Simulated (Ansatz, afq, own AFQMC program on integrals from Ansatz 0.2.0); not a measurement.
# Where AFQMC and coupled cluster stand for SiO, triplet

```xyz
2

Si    0.0000    0.0000    0.0000
O     0.0000    0.0000    1.5630
```

Basis 6-31G. Only valence electrons are correlated. Ansatz 0.2.0 and our own AFQMC program on the same integrals; the CISD trial comes from CCSD amplitudes, and released means the phaseless constraint is let go. Error bars are statistical, one sigma.

Determinant: UHF, the one that the program's search chose, which needn't be the lowest solution. The geometry is a point of a scan.

Full CI on the same integrals is exact in this basis and with this determinant's frozen core.

Cautions: lower spins were not checked; the search met a lower determinant of the same kind, perhaps of another symmetry (668 meV lower), and this one is a saddle point; strong correlation (T1 0.085, weight of the determinant 0.77, largest double 0.14); the released energies have errors that jump between times, so the bars are unsure, so no released level is given (meV from the phaseless value at times in 1/Eh: -16 ± 5 at 0.24, -21 ± 4 at 0.51, -2426 ± 2398 at 0.99, -28 ± 4 at 1.62, -36 ± 6 at 2.40).

The T1 diagnostic is 0.0852 and the weight of the determinant in the CISD state is 0.772. The ⟨S²⟩ of the determinant is 2.022 and the size of the correlated space is 10 electrons in 16 orbitals.

Reference: full CI, correlation energy -4.717 eV. The cautions show a poor starting determinant, so the rows tell how each method copes with it here, and full CI is the sure value.

```json
{"level": "HF", "E − E(reference) (kJ/mol)": "455.1", "share of correlation (%)": "0.00"}
{"level": "MP2", "E − E(reference) (kJ/mol)": "95.3", "share of correlation (%)": "79.05"}
{"level": "CCSD", "E − E(reference) (kJ/mol)": "21.8", "share of correlation (%)": "95.22"}
{"level": "CCSD(T)", "E − E(reference) (kJ/mol)": "8.1", "share of correlation (%)": "98.23"}
{"level": "CCSDT", "E − E(reference) (kJ/mol)": "2.8", "share of correlation (%)": "99.39"}
{"level": "CCSDT(Q)", "E − E(reference) (kJ/mol)": "-1.3", "share of correlation (%)": "100.29"}
{"level": "CCSDTQ", "E − E(reference) (kJ/mol)": "0.1", "share of correlation (%)": "99.98"}
{"level": "ph-AFQMC/CISD", "E − E(reference) (kJ/mol)": "6.9 ± 0.5", "share of correlation (%)": "98.49"}
```

CCSDT and higher add their correlation energy to the determinant of the CCSD(T) run, since their own runs factorise the integrals more tightly (a shift of under 2 meV). A walk keeps the symmetry of its determinant, which the program's search chose and which needn't be the lowest solution, so a lower state of the same spin and another symmetry isn't excluded.
